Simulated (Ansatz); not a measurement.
**NH₄+ (singlet): B3LYP, wB97M-V, HSE06 over a scan of the scale of all distances, 6-31G**

Aim: run NH₄+ (singlet) with these functionals over a scan of the scale of all distances, and hold them against the top wave-function level at the same points.

Method: 6-31G, all electrons in the functionals; program: Ansatz 0.2.0, Gaussian basis.

Plan: B3LYP, wB97M-V, HSE06, at 0.864; 1.000; 1.114; 1.283; 1.527; 1.758; 1.965; 2.357.

18 further runs of the same task are left out: 17 that didn't finish, 1 set aside as unsound or not needed.

### Step 1. The system

The geometry derives from a PBE0/def2-TZVP stationary point (not a proven minimum). All distances are scaled together.

5 atoms, charge 1, spin multiplicity 1.

Atoms are counted from 1 here; the program's logs count them from 0.

Bond lengths: N1–H2 1.024 Å, N1–H3 1.024 Å, N1–H4 1.024 Å, N1–H5 1.024 Å. Angles: H2–N1–H3 109.5°, H2–N1–H4 109.5°, H2–N1–H5 109.5°, H3–N1–H4 109.5°, H3–N1–H5 109.5°, H4–N1–H5 109.5°.

No dispersion term is added; wB97M-V holds VV10 nonlocal correlation. B3LYP takes the VWN-RPA correlation. HSE06 is the plane-wave form.

The geometry shown and the zero of energy belong to the point 1.000. The yardstick, FCI, and other wave-function levels (R restricted, U unrestricted, valence and pair active spaces) come from earlier runs.

### Step 2. B3LYP, 0.864

The input, in.yaml:

```yaml
crystal:
  periodic: [false, false, false]
  atoms:
    - {symbol: N, position_ang: [0.000000, 0.000000, 0.000000]}
    - {symbol: H, position_ang: [0.510057, 0.511749, 0.509945]}
    - {symbol: H, position_ang: [-0.512284, -0.508245, 0.511215]}
    - {symbol: H, position_ang: [-0.508881, 0.509412, -0.513447]}
    - {symbol: H, position_ang: [0.511109, -0.512917, -0.507713]}
basis:
  gaussian: {orbitals: 6-31G}
total_charge: 1
hamiltonian: {xc: {name: B3LYP}}
```

The run is started by

```
$ ansatz run in.yaml --threads 1 --pin off --events-out ev --progress --plain --max-ram 2393MiB
```

The runs that follow: B3LYP, 1.000; B3LYP, 1.114; B3LYP, 1.283; B3LYP, 1.527; B3LYP, 1.758; B3LYP, 1.965; B3LYP, 2.357; wB97M-V, 0.864; wB97M-V, 1.000; wB97M-V, 1.114; wB97M-V, 1.283; wB97M-V, 1.527; wB97M-V, 1.758; wB97M-V, 1.965; wB97M-V, 2.357; HSE06, 0.864; HSE06, 1.000; HSE06, 1.114; HSE06, 1.283; HSE06, 1.527; HSE06, 1.758; HSE06, 1.965; HSE06, 2.357.

Q: Predict the results of all the runs planned. Wanted: span of the FCI curve; largest miss, B3LYP; largest miss, wB97M-V; largest miss, HSE06.

As calculated:

| quantity | value |
| --- | --- |
| span of the FCI curve | 17.997 eV |
| largest miss, B3LYP | +1.004 eV (1.965) |
| largest miss, wB97M-V | +1.791 eV (1.965) |
| largest miss, HSE06 | +1.419 eV (1.965) |

In words: Of the functionals, B3LYP keep the smallest largest miss at the points compared (at most 1.004 eV) and wB97M-V strays most (1.791 eV, at 1.965). B3LYP, wB97M-V, HSE06 clearly break the spin symmetry at some points (⟨S²⟩ up to 2.58 above the pure value), so energy there is bought with a mixed spin. Functionals and the yardstick converge differently with the basis, so part of each miss in 6-31G is the basis.
